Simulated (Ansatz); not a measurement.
# [Cl···H···N], quartet: transfer scan

Starting geometry:

```xyz
3

Cl    0.0000    0.0000   -1.4143
H     0.0000    0.0000   -0.1355
N     0.0000    0.0000    1.5497
```

From there H2 is moved from one fragment to the other while all else, the fragments' distance too, stays fixed; atoms are numbered as listed. Energies are in eV, counted from the starting geometry at the same level. Kohn–Sham curves are unrestricted where that lies lower.

Basis 6-31G; Ansatz 0.2.0. Only valence electrons are correlated (noble-gas cores frozen).

In so small a basis the reference is far from its limit while semilocal and hybrid functionals are nearer theirs (RPA and double hybrids share much of the reference's basis error), so the functionals' errors here hold much of the reference's basis and frozen-core error, which can add to them or hide them.

Full CI is exact within this basis and frozen core; it isn't the basis-set limit.

```json
{"distance Cl1-H2 (Å)": "1.189", "full CI": "0.238", "SPW92": "0.358", "PBE": "0.325", "r2SCAN": "0.280", "PBE0": "0.269", "B3LYP": "0.283", "wB97M-V": "0.252", "B2PLYP": "0.249", "RPA-PBE": "0.232"}
{"distance Cl1-H2 (Å)": "1.279", "full CI": "0.000", "SPW92": "0.000", "PBE": "0.000", "r2SCAN": "0.000", "PBE0": "0.000", "B3LYP": "0.000", "wB97M-V": "0.000", "B2PLYP": "0.000", "RPA-PBE": "0.000"}
{"distance Cl1-H2 (Å)": "1.371", "full CI": "0.030", "SPW92": "-0.109", "PBE": "-0.081", "r2SCAN": "-0.034", "PBE0": "-0.015", "B3LYP": "-0.034", "wB97M-V": "0.009", "B2PLYP": "0.009", "RPA-PBE": "0.031"}
{"distance Cl1-H2 (Å)": "1.463", "full CI": "0.199", "SPW92": "-0.090", "PBE": "-0.041", "r2SCAN": "0.051", "PBE0": "0.095", "B3LYP": "0.053", "wB97M-V": "0.152", "B2PLYP": "0.147", "RPA-PBE": "0.182"}
{"distance Cl1-H2 (Å)": "1.555", "full CI": "0.400", "SPW92": "-0.029", "PBE": "0.025", "r2SCAN": "0.162", "PBE0": "0.229", "B3LYP": "0.159", "wB97M-V": "0.326", "B2PLYP": "0.307", "RPA-PBE": "0.335"}
{"distance Cl1-H2 (Å)": "1.647", "full CI": "0.551", "SPW92": "0.022", "PBE": "0.063", "r2SCAN": "0.239", "PBE0": "0.317", "B3LYP": "0.220", "wB97M-V": "0.454", "B2PLYP": "0.412", "RPA-PBE": "0.409"}
{"distance Cl1-H2 (Å)": "1.740", "full CI": "0.611", "SPW92": "0.054", "PBE": "0.063", "r2SCAN": "0.269", "PBE0": "0.337", "B3LYP": "0.218", "wB97M-V": "0.497", "B2PLYP": "0.428", "RPA-PBE": "0.388"}
{"distance Cl1-H2 (Å)": "1.832", "full CI": "0.605", "SPW92": "0.110", "PBE": "0.072", "r2SCAN": "0.290", "PBE0": "0.333", "B3LYP": "0.202", "wB97M-V": "0.493", "B2PLYP": "0.402", "RPA-PBE": "0.331"}
{"distance Cl1-H2 (Å)": "1.924", "full CI": "0.654", "SPW92": "0.288", "PBE": "0.193", "r2SCAN": "0.404", "PBE0": "0.416", "B3LYP": "0.283", "wB97M-V": "0.561", "B2PLYP": "0.454", "RPA-PBE": "0.363"}
```
